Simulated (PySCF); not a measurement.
Method: PySCF energies plus ideal-gas RRHO corrections (1 bar). Table values come from the NASA 1993 polynomials. 6-31G* has spherical d functions here. Open shells (unrestricted): SiCl (multiplicity 2, electronic degeneracy 4). Spin-orbit splitting is ignored; it lowers the true energy and changes the entropy of SiCl. The harmonic model lacks anharmonicity and excited electronic states, which grow with temperature; levels with a mode under 35 cm⁻¹ are left out. The table's entry may be an old estimate for SiCl (not checked at source).

Harmonic frequencies at HF/6-31G* (cm⁻¹): 528. Point group C∞v; S°(298 K) = 239.0 J/mol/K at this level.

Work out Cp and S° of gaseous SiCl at 500, 800, 1200, 1600, 2000 K from these, and set them beside the table.


| T (K) | Cp HF/6-31G* | Cp table | S° HF/6-31G* | S° table |
|---|---|---|---|---|
| 500 | 36.0 | 36.8 | 257.1 | 256.6 |
| 800 | 36.8 | 37.4 | 274.2 | 274.1 |
| 1200 | 37.1 | 37.7 | 289.3 | 289.3 |
| 1600 | 37.3 | 38.0 | 300.0 | 300.2 |
| 2000 | 37.3 | 38.1 | 308.3 | 308.7 |
Units J/mol/K.
